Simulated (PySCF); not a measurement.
Start geometry of `P` (PH3) from GFN2-xTB (Å):
```
atom  x, y, z in Å
P1    -0.0015    0.0035    0.5704
H2    -0.5587    1.0086   -0.2056
H3     1.1583   -0.0163   -0.1896
H4    -0.5880   -0.9910   -0.1980
```

Q: What comes out of this run: PBE0-D3(BJ)/def2-SVP geometry optimisation, gas phase in PySCF?

A: 
```
atom  x, y, z in Å
P1    -0.004    0.005    0.505
H2    -0.581    1.047   -0.284
H3     1.198   -0.015   -0.268
H4    -0.612   -1.025   -0.276
```

The energy falls by 1.4 kcal/mol over 4 energy and gradient evaluations, the largest force component goes from 0.0277 to 2.9e-05 Eh/bohr, and the atoms move by 0.037 Å rms after alignment. Among the bonds, P1–H2, P1–H3 and P1–H4 change most and about equally (+0.042 Å). Bonds longer at the end by more than 0.005 Å: 3 of 3; shorter: 0. Rotational constants go from 138825, 138807, 125386 to 131443, 131439, 116782 MHz. The orientation of the end geometry is arbitrary; only internal coordinates are fixed.

The run used 33 basis functions and 20 SCF cycles in all. Time: 1.0 s; peak memory 0.24 GiB. Hardware: one thread, Arm Neoverse V2 (aarch64), shared host with 96 logical CPUs at a one-minute load of 20.

Whether it is a minimum is left open (no frequencies).
